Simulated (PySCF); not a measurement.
Isomers of C4H8S2, one GFN2-xTB conformer each. Single-point energies are computed at PBE0/pcSseg-1 (PySCF, gas phase, no added dispersion term), electronic only.

| SMILES | GFN2-xTB relative energy (kcal/mol) |
| --- | --- |
| C1CSCSC1 | 17.6 |
| C1CCSSC1 | 0.0 |
| CC1SCCS1 | 17.3 |
| C=CSCSC | 46.8 |

Conformers: `[CH2:1]1[CH2:2][S:3][CH2:4][S:5][CH2:6]1` with C6–C1–C2–S3 -69°, C1–C2–S3–C4 61°, C2–S3–C4–S5 -63°, S3–C4–S5–C6 63°; `[CH2:1]1[CH2:2][CH2:3][S:4][S:5][CH2:6]1` with C6–C1–C2–C3 65°, C1–C2–C3–S4 -67°, C2–C3–S4–S5 65°, C3–S4–S5–C6 -60°; `[CH3:1][CH:2]1[S:3][CH2:4][CH2:5][S:6]1` with C1–C2–S3–C4 88°, C2–S3–C4–C5 50°, S3–C4–C5–S6 -47°, C4–C5–S6–C2 21°; `[CH2:1]=[CH:2][S:3][CH2:4][S:5][CH3:6]` with C1–C2–S3–C4 171°, C2–S3–C4–S5 65°, S3–C4–S5–C6 68°.

What does PBE0/pcSseg-1 give for the same structures?

```json
{"SMILES": "C1CCSSC1", "PBE0/pcSseg-1 E (Eh)": "-953.10814", "PBE0/pcSseg-1 (kcal/mol)": "0.0", "GFN2-xTB (kcal/mol)": "0.0", "point group": "C2"}
{"SMILES": "CC1SCCS1", "PBE0/pcSseg-1 E (Eh)": "-953.09957", "PBE0/pcSseg-1 (kcal/mol)": "5.4", "GFN2-xTB (kcal/mol)": "17.3", "point group": "C1"}
{"SMILES": "C1CSCSC1", "PBE0/pcSseg-1 E (Eh)": "-953.09841", "PBE0/pcSseg-1 (kcal/mol)": "6.1", "GFN2-xTB (kcal/mol)": "17.6", "point group": "Cs"}
{"SMILES": "C=CSCSC", "PBE0/pcSseg-1 E (Eh)": "-953.06187", "PBE0/pcSseg-1 (kcal/mol)": "29.0", "GFN2-xTB (kcal/mol)": "46.8", "point group": "C1"}
```

Both levels put the same isomer lowest; measured from each level's own lowest isomer, the values differ by up to 17.8 kcal/mol (C=CSCSC: 46.8 against 29.0). As drawn, the highest has a C=C bond outside aromatic rings, which the lowest lacks. Neighbours under 2.5 kcal/mol apart (CC1SCCS1 and C1CSCSC1) can change places with a better method, another conformer or zero-point energy.

Which frontier levels, dipoles and rotational constants go with these structures?

```csv
SMILES,"HOMO (eV, PBE0/pcSseg-1)",LUMO (eV),dipole (D),"A, B, C (MHz)"
C1CCSSC1,-6.34,-0.22,2.84,"3009, 2695, 1603"
CC1SCCS1,-6.53,0.14,1.33,"2832, 2642, 1667"
C1CSCSC1,-6.23,0.53,2.33,"3305, 2348, 1519"
C=CSCSC,-6.33,0.10,0.80,"4383, 1239, 1166"
```
